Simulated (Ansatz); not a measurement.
The pair A = HCl (SMILES Cl) (first 2 atoms), B = HCl (SMILES Cl); geometry from NCB31 set.
(charge 0, multiplicity 1):
```xyz
4

Cl     1.86082    -0.06541    -0.00007
H      1.75394     1.21098     0.00034
Cl    -1.92527     0.00557    -0.00010
H     -0.65843    -0.19370     0.00248
```

Frozen-core correlation.

Codes used: Ansatz (an electronic-structure program). Each number belongs to the level named beside it.

The counterpoise-corrected interaction energy is E(AB) − E(A in the pair's basis) − E(B in the pair's basis). Total energies (hartree):

| level | AB | A in the pair's basis | B in the pair's basis |
|---|---|---|---|
| HF/aug-cc-pV(T+d)Z | -920.2174913 | -460.1086125 | -460.1085426 |
| CCSD(T)/aug-cc-pV(T+d)Z | -920.6948288 | -460.3461252 | -460.3459017 |
| HF/aug-cc-pV(Q+d)Z | -920.2241588 | -460.1119306 | -460.1118849 |
| CCSD(T)/aug-cc-pV(Q+d)Z | -920.7348974 | -460.3659829 | -460.3658970 |

Work out the counterpoise-corrected interaction energy at the basis-set limit: extrapolate the CCSD(T) correlation part as X⁻³, take Hartree–Fock from the larger set.


1. Differences (1 hartree = 627.509 kcal/mol): HF/aug-cc-pV(T+d)Z -0.211; CCSD(T)/aug-cc-pV(T+d)Z -1.758; HF/aug-cc-pV(Q+d)Z -0.215; CCSD(T)/aug-cc-pV(Q+d)Z -1.893.
2. Correlation parts, CCSD(T) less HF: -1.547 in aug-cc-pV(T+d)Z (X = 3), -1.678 in aug-cc-pV(Q+d)Z (X = 4).
3. Limit (4³·(-1.678) − 3³·(-1.547))/(4³ − 3³) = -1.774; with HF/aug-cc-pV(Q+d)Z it gives -1.989.
Result: -1.99 kcal/mol, against -1.76 at CCSD(T)/aug-cc-pV(T+d)Z. It is an estimate of this method's limit, not of the exact value.
